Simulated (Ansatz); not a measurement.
A run for Ansatz (a quantum-chemistry and plane-wave program): R-revPBE/def2-TZVPPD on CH5N (SMILES CN) with ghost functions. Files ending in .json are basis or fitting sets from the Basis Set Exchange.

Ansatz 0.2 input:
```yaml
crystal:
  periodic: [false, false, false]
  atoms:
    - {symbol: N, position_ang: [0.85508831, -0.34244312, 0.02098169]}
    - {symbol: H, position_ang: [1.15045331, -0.89508112, -0.77380931]}
    - {symbol: H, position_ang: [1.16516931, -0.85316412, 0.83784169]}
    - {symbol: C, position_ang: [1.51442331, 0.96592088, -0.01925931]}
    - {symbol: H, position_ang: [1.20388131, 1.54764588, 0.84525569]}
    - {symbol: H, position_ang: [2.60573331, 0.92662588, -0.02821531]}
    - {symbol: H, position_ang: [1.18771131, 1.50183788, -0.90708331]}
basis:
  gaussian:
    orbitals: def2-TZVPPD.json
    ghost_atoms:
      - {symbol: O, position_ang: [-2.11679569, -0.55936012, -0.00473731]}
      - {symbol: H, position_ang: [-2.47545269, 0.32832188, 0.02759469]}
      - {symbol: H, position_ang: [-1.15528769, -0.42176512, 0.01139069]}
hamiltonian:
  xc: {name: revPBE}
scf: {lower_state_search: off}
```

The head of its log:

```
WARN ansatz: RAYON_NUM_THREADS=2 ignored (pool sized by the plan → 2); use --threads N
Functional definition: revPBE
these checks for a lower state are left out or cut short: stability, starts, cluster_reference, orbital_swaps, neighbouring_geometries, increment
integrals: 0.10 GiB planned
934 factors; their error is unknown
mean field: 0.96 GiB planned
mean field evaluation 1: about -2599.0937 eV, gradient 6.7e1 eV
mean field evaluation 2: about -2568.6694 eV, gradient 1.2e2 eV
```

Q: Predict the final total energy.

A: -95.8693 hartree.
